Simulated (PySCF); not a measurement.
Stationary points of AlF2

Level of theory: PySCF, B3LYP, basis Al def2-TZVP, F def2-TZVP (no relativity, density fitting).

Relaxations began from a few typed shapes; open shells are unrestricted. The search is not exhaustive: other isomers or separated fragments can lie lower, and high-lying points may rest on an excited occupation.

(1) Which is the lowest minimum found?
A. doublet D∞h: Al–F 1.663 Å (×2); F–Al–F 180.0°
B. doublet C2v: Al–F 1.653 Å (×2); F–Al–F 119.9°

Results:

(1) B. The others lie at 58.6 (doublet D∞h, a saddle point) kJ/mol above it.
